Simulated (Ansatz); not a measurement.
Species: CH3Cl, charge 1, doublet. CH3Cl+ (parent SMILES CCl, doublet).
B3LYP-D3(BJ)/def2-TZVP minimum from Ansatz (a quantum-chemistry and plane-wave program):
```
C
H 1 1.0908
H 1 1.0908 2 118.23
H 1 1.1215 2 107.66 3 -122.15
Cl 1 1.7415 2 109.76 4 -110.94
```
Charge +1, spin multiplicity 2.

Total energies in cc-pV(T+d)Z, 13 correlated electrons, 6 frozen orbitals. Open shells are spin-unrestricted; no spin-orbit coupling. Correlated methods leave the cores frozen. No relativity.

```csv
method,program,energy (Eh),minus CCSDT(Q) (mEh)
HF,Ansatz,-498.77053,387.46
MP2,Ansatz,-499.10398,54.01
CCSD,Ansatz,-499.14175,16.24
CCSD(T),Ansatz,-499.15616,1.83
CCSDT(Q),Ansatz,-499.15799,0.00
```
